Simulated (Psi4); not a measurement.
# [NO3]− (nitrate): HSE06/aug-cc-pVDZ

Aim: the vertical ionisation energy of [NO3]− (nitrate) at HSE06/aug-cc-pVDZ, from 2 runs. Input form: a Python script.

Program for the calculation: Psi4 1.11.

2 further runs of the same task are left out: 1 that didn't finish, 1 set aside as unsound or not needed.

**1. The molecule**

The species is [NO3]− (4 atoms), meant as a singlet with charge -1. SMILES: `O=[N+]([O-])[O-]`. The coordinates come from a PBE0-D4/def2-TZVPD relaxation.

Bond lengths: O1–N2 1.247 Å, N2–O3 1.247 Å, N2–O4 1.247 Å. Angles: O1–N2–O3 120.0°, O1–N2–O4 120.0°, O3–N2–O4 120.0°.

**2. The energy at HSE06/aug-cc-pVDZ**

no3.py

```python
import psi4

psi4.set_memory(2200000000)
psi4.set_num_threads(1)
psi4.core.set_output_file('run.log', False)

mol = psi4.geometry("""
-1 1
O      0.56034159     0.99029208     2.06269276
N      0.00000000     0.00000000     0.00000000
O      0.88900276    -2.10394548    -0.57659324
O     -1.44932545     1.11367230    -1.48611842
units bohr
symmetry c1
""")

options = {'basis': 'aug-cc-pVDZ', 'puream': True, 'e_convergence': 1e-09, 'd_convergence': 1e-08, 'scf_type': 'pk', 'dft_radial_points': 99, 'dft_spherical_points': 590}
psi4.set_options(options)

E = psi4.energy("HSE06")
print('E =', round(E, 9))
for k, v in sorted(psi4.core.scalar_variables().items()):
    print(f'{k:45s} {v:18.10f}')
```

On the command line:

```bash
python no3.py
```

run.log:

```text
[...]
  Running in c1 symmetry.
[...]
  Nuclear repulsion =  118.372543400070526
[...]
  Multiplicity = 1
[...]
  Nalpha       = 16
  Nbeta        = 16
[...]
    Number of basis functions: 92
[...]
   @RKS iter   1:  -279.90653657152308   -1.43336e-01   8.89208e-03 DIIS/ADIIS
[...]
   @RKS iter   9:  -280.15389746338764   -3.06613e-10   9.74473e-09 DIIS
[...]
    Orbital Energies [Eh]
    ---------------------
    Doubly Occupied:
       1A    -19.001073     2A    -19.001072     3A    -19.001046
       4A    -14.424096     5A     -1.050356     6A     -0.826328
       7A     -0.826327     8A     -0.395290     9A     -0.332049
      10A     -0.306233    11A     -0.306232    12A     -0.108700
      13A     -0.108700    14A     -0.086679    15A     -0.086679
      16A     -0.032739
[...]
  @RKS Final Energy:  -280.15389746338764
   => Energetics <=
    Nuclear Repulsion Energy =            118.3725434000705263
    One-Electron Energy =                -627.1295495801745119
    Two-Electron Energy =                 253.8150241958279594
    DFT Exchange-Correlation Energy =     -25.2119154791115925
    Empirical Dispersion Energy =           0.0000000000000000
    VV10 Nonlocal Energy =                  0.0000000000000000
    Total Energy =                       -280.1538974633876364
[...]
 Multipole Moments:
 ------------------------------------------------------------------------------------
     Multipole            Electronic (a.u.)      Nuclear  (a.u.)        Total (a.u.)
 ------------------------------------------------------------------------------------
 L = 1.  Multiply by 2.5417464519 to convert [e a0] to [Debye]
 Dipole X            :         -0.0000024            0.0000000           -0.0000024
 Dipole Y            :         -0.0000003            0.0000000           -0.0000002
 Dipole Z            :          0.0000028           -0.0000000            0.0000028
 Magnitude           :                                                    0.0000037
[...]
```

On the terminal:

```text
E = -280.153897463
CURRENT ENERGY                                   -280.1538974634
CURRENT REFERENCE ENERGY                         -280.1538974634
DD SOLVATION ENERGY                                 0.0000000000
DFT FUNCTIONAL TOTAL ENERGY                      -280.1538974634
DFT TOTAL ENERGY                                 -280.1538974634
DFT VV10 ENERGY                                     0.0000000000
DFT XC ENERGY                                     -25.2119154791
GRID ELECTRONS ALPHA                               16.0000000545
GRID ELECTRONS BETA                                16.0000000545
GRID ELECTRONS TOTAL                               32.0000001091
NUCLEAR REPULSION ENERGY                          118.3725434001
ONE-ELECTRON ENERGY                              -627.1295495802
PCM POLARIZATION ENERGY                             0.0000000000
PE ENERGY                                           0.0000000000
SCF ITERATION ENERGY                             -280.1538974634
SCF ITERATIONS                                      9.0000000000
SCF TOTAL ENERGY                                 -280.1538974634
TWO-ELECTRON ENERGY                               253.8150241958
XC GRID RADIAL POINTS                              99.0000000000
XC GRID SPHERICAL POINTS                          590.0000000000
XC GRID TOTAL POINTS                           228390.0000000000
```

Wall time 17 s (1 thread of Intel Xeon Platinum 8488C (Sapphire Rapids), shared host); peak memory 1 GiB.

**3. Doublet neutral NO3**

run.py

```python
import psi4

psi4.set_memory('2200 MB')
psi4.set_num_threads(1)
psi4.set_output_file('psi4.out', False)

molecule = psi4.geometry("""
0 2
O      0.56034159     0.99029208     2.06269276
N      0.00000000     0.00000000     0.00000000
O      0.88900276    -2.10394548    -0.57659324
O     -1.44932545     1.11367230    -1.48611842
units au
symmetry c1
""")

options = {'reference': 'uks', 'puream': True, 'e_convergence': 1e-09, 'd_convergence': 1e-08, 'scf_type': 'pk', 'dft_radial_points': 99, 'dft_spherical_points': 590, 'maxiter': 100}
psi4.set_options(options)

energy_value, wavefunction = psi4.energy('hse06/aug-cc-pVDZ', return_wfn=True)
psi4.oeprop(wavefunction, 'MULLIKEN_CHARGES', 'LOWDIN_CHARGES', 'MAYER_INDICES')
print('E =', round(energy_value, 9))
```

On the command line:

```bash
python run.py
```

psi4.out, shortened:

```text
[...]
  Running in c1 symmetry.
[...]
  Nuclear repulsion =  118.372543400070526
[...]
  Multiplicity = 2
[...]
  Nalpha       = 16
  Nbeta        = 15
[...]
    Number of basis functions: 92
[...]
   @UKS iter   1:  -279.90122544405278   -1.38025e-01   6.09974e-03 ADIIS/DIIS
[...]
   @UKS iter  12:  -280.00967593879255   -4.62705e-11   7.79532e-10 DIIS
[...]
   @S^2 Observed:                7.577567304E-01
[...]
  @UKS Final Energy:  -280.00967593879255
   => Energetics <=
    Nuclear Repulsion Energy =            118.3725434000705263
    One-Electron Energy =                -617.3609354483580773
    Two-Electron Energy =                 243.8734281666546906
    DFT Exchange-Correlation Energy =     -24.8947120571596940
    Empirical Dispersion Energy =           0.0000000000000000
    VV10 Nonlocal Energy =                  0.0000000000000000
    Total Energy =                       -280.0096759387925545
[...]
 Multipole Moments:
 ------------------------------------------------------------------------------------
     Multipole            Electronic (a.u.)      Nuclear  (a.u.)        Total (a.u.)
 ------------------------------------------------------------------------------------
 L = 1.  Multiply by 2.5417464519 to convert [e a0] to [Debye]
 Dipole X            :         -0.0000058            0.0000000           -0.0000057
 Dipole Y            :          0.0000018            0.0000000            0.0000018
 Dipole Z            :         -0.0000005           -0.0000000           -0.0000005
 Magnitude           :                                                    0.0000060
[...]
  Mulliken Charges: (a.u.)
   Center  Symbol    Alpha    Beta     Spin     Total
       1     O     4.41218  4.03734  0.37484 -0.44953
       2     N     2.76345  2.88797 -0.12452  1.34858
       3     O     4.41218  4.03734  0.37484 -0.44953
       4     O     4.41219  4.03734  0.37485 -0.44953
   Total alpha = 16.00000, Total beta = 15.00000, Total charge =  0.00000
  Lowdin Charges: (a.u.)
   Center  Symbol    Alpha    Beta     Spin     Total
       1     O     4.06809  3.70796  0.36012  0.22395
       2     N     3.79574  3.87612 -0.08038 -0.67186
[...]
```

Standard output:

```text
E = -280.009675939
```

It took 26 s on 1 thread of Intel Xeon Platinum 8488C (Sapphire Rapids), shared host; peak memory 1 GiB.

**4. Results**

Level: HSE06/aug-cc-pVDZ.

| quantity | value |
| --- | --- |
| singlet [NO3]−: total energy | -280.15390 Eh |
| singlet [NO3]−: HOMO energy | -0.89 eV |
| singlet [NO3]−: LUMO energy | 4.61 eV |
| singlet [NO3]−: HOMO–LUMO gap (to an unbound level, set by the basis) | 5.50 eV |
| doublet neutral NO3: total energy | -280.00968 Eh |
| doublet neutral NO3: dipole moment | 0.00 D |
| doublet neutral NO3: HOMO energy (highest over α and β) | -10.21 eV |
| doublet neutral NO3: LUMO energy (lowest over α and β) | -7.05 eV |
| doublet neutral NO3: ⟨S²⟩ | 0.758 |
| vertical detachment energy (to the doublet neutral) | 3.924 eV |

Removing an electron at fixed nuclei costs 3.92 eV (379 kJ/mol). The negative HOMO energy of the first species, 0.89 eV, lies 3.03 eV below that difference.
